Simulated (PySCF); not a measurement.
CH₂, SMILES [CH2] (connectivity only; charge and spin as stated), neutral, multiplicity 1. Heavy atoms are numbered as in [CH2:1]. Hydrogens are named by the atom that carries them.

The structure is a stationary point at B3LYP-D3(BJ)/def2-TZVPD. The isomer is the one that the SMILES or the coordinates give; other isomers of the formula were not compared.

Method: PySCF with B3LYP/pcSseg-2.

GIAO shieldings, no solvent; atoms alike by connectivity are averaged. δ = σ(ref) − σ: ¹³C against TMS (σ = 181.3 ppm); ¹H against TMS (σ = 31.68 ppm), references at their B3LYP-D3(BJ)/def2-TZVP geometries, non-relativistic.

Computed chemical shifts:
```csv
nucleus,atoms,count,δ (ppm)
¹³C,C1 (CH2),1,1434.2
¹H,H on C1,2,60.53
```
